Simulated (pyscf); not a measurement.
Concerted two-bond exchange: `[NH2][AlH2]` → `[NH2][AlH2]`

Gas phase, singlet surface, charge 0. Bonds broken: N1–H5, Al2–H3. Bonds formed: N1–H3, Al2–H5. Structures and frequencies: ωB97X-D3(BJ)/def2-SVP in PySCF. MP2 and CC: frozen core, UHF for open shells. ΔMP2 is the change of the MP2 total energy from the triple- to the quadruple-zeta basis.

Transition state (Å):

```xyz
6

N     -0.7793     0.3301    -0.7012
Al     0.7615     0.1307     0.2506
H      0.6252     1.7617     0.0495
H     -1.7340    -0.0245    -0.4915
H      1.1492    -0.4188    -1.2556
H      1.0914    -0.6062     1.6141
```

One imaginary mode, 1082i cm⁻¹; descent along it reached the two sides named.

```json
[
 {"bond": "N1–H5", "change": "breaks", "reactant side (Å)": "1.015", "saddle": "2.142", "product side": "2.9"},
 {"bond": "Al2–H3", "change": "breaks", "reactant side (Å)": "1.585", "saddle": "1.649", "product side": "2.499"},
 {"bond": "N1–H3", "change": "forms", "reactant side (Å)": "2.9", "saddle": "2.141", "product side": "1.015"},
 {"bond": "Al2–H5", "change": "forms", "reactant side (Å)": "2.499", "saddle": "1.650", "product side": "1.585"}
]
```

Electronic energies relative to the reactant's lowest minimum found (eV):

```
level                             barrier  reaction energy  reverse barrier
--------------------------------  -------  ---------------  ---------------
ωB97X-D3(BJ)/def2-TZVP               5.52             0.00             5.52
PBE/def2-TZVP                        4.88             0.00             4.88
r²SCAN/def2-TZVP                     5.15             0.00             5.15
B3LYP-D3(BJ)/def2-TZVP               5.17             0.00             5.17
PBE0-D3(BJ)/def2-TZVP                5.33             0.00             5.33
M06-2X/def2-TZVP                     5.56             0.00             5.56
ωB97M-D3(BJ)/def2-TZVP               5.42             0.00             5.42
HF/def2-TZVP                         5.78             0.00             5.78
MP2/def2-QZVPP                       6.23             0.00             6.23
CCSD/def2-TZVPP                      5.54             0.00             5.54
CCSD(T)/def2-TZVPP                   5.32             0.00             5.32
CCSD(T)/def2-TZVPP + ΔMP2(QZVPP)     5.35             0.00             5.35
```

With CCSD(T)/def2-TZVPP + ΔMP2(QZVPP) energies and thermal terms (ideal gas, 1 atm, RRHO with modes under 100 cm⁻¹ raised to 100, one conformer, R ln 2 for rigid chiral ones), in eV:

```tsv
T (K)	ΔH‡	ΔG‡	ΔH	ΔG
298	5.12	5.10	0.00	0.00
600	5.11	5.07	0.00	0.00
900	5.11	5.06	0.00	0.00
1200	5.11	5.04	0.00	0.00
```

The same reactants have a lower exit, to AlH [singlet] + NH₃ (barrier +3.21 eV at ωB97M-D3(BJ), against +5.42 eV here). This is the saddle that the search found; another between the same sides may lie lower. One closed-shell reference is unstable to symmetry breaking; treat the single-reference values with care. The CCSD(T) − MP2 part came from Ansatz, without density fitting, on the same reference. The largest closed-shell T1 diagnostic is 0.060, which may signal static correlation.
